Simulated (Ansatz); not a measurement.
System: C4H7 (charge 0, doublet). It need not be the lowest isomer of its formula. SMILES: [CH]=C(C)C
Structure (B3LYP-D3(BJ)/def2-TZVP (Ansatz, an electronic-structure program) minimum search):
```
C
C 1 1.3088
H 2 1.0789 1 137.51
C 1 1.5074 2 122.59 3 180.00
H 4 1.0882 1 111.59 2 0.00
H 4 1.0939 5 108.67 1 121.94
H 4 1.0939 5 108.67 6 116.11
C 1 1.5147 2 121.81 3 0.00
H 8 1.0889 1 112.00 2 0.00
H 8 1.0938 9 108.53 1 -121.87
H 8 1.0938 9 108.53 10 -116.27
```
Charge 0, spin multiplicity 2.

Quantity: atomisation energy (electronic, to ground-state atoms), in kcal/mol. Correlated levels leave the core frozen unless marked. Open shells are spin-unrestricted. No spin-orbit coupling. No relativistic terms. The coupled-cluster limit lacks core correlation, which all-electron functionals hold. CBS marks a two-point X^-3 extrapolation of the correlation energy; Hartree-Fock from the larger set. [CCSD(T)-MP2]/basis is that difference in the basis named.

The UHF reference is spin-contaminated (<S^2> 0.17 over the pure value in the largest basis). 

| level | program | atomisation energy (kcal/mol) |
|---|---|---|
| PBE-D4/def2-TZVPD | Ansatz + dftd4 | 1063.9 |
| revPBE/def2-TZVPD | Ansatz | 1026.9 |
| r2SCANh-D4/def2-TZVPD | Ansatz + dftd4 | 1040.9 |
| wB97M-V/def2-TZVPD | Ansatz | ___ |
| SCS-MP2/STO-3G | Ansatz | 1061.4 |
| SCS-MP2/6-31G | Ansatz | 904.7 |
| CCSD/STO-3G | Ansatz | 1079.8 |
| RI-MP2/CBS(cc-pVTZ,cc-pVQZ)+[CCSD(T)-MP2]/cc-pVDZ | Ansatz | ___ |

Complete the blanks.


- wB97M-V/def2-TZVPD, atomisation energy (kcal/mol): 1039.5
- RI-MP2/CBS(cc-pVTZ,cc-pVQZ)+[CCSD(T)-MP2]/cc-pVDZ, atomisation energy (kcal/mol): 1037.6
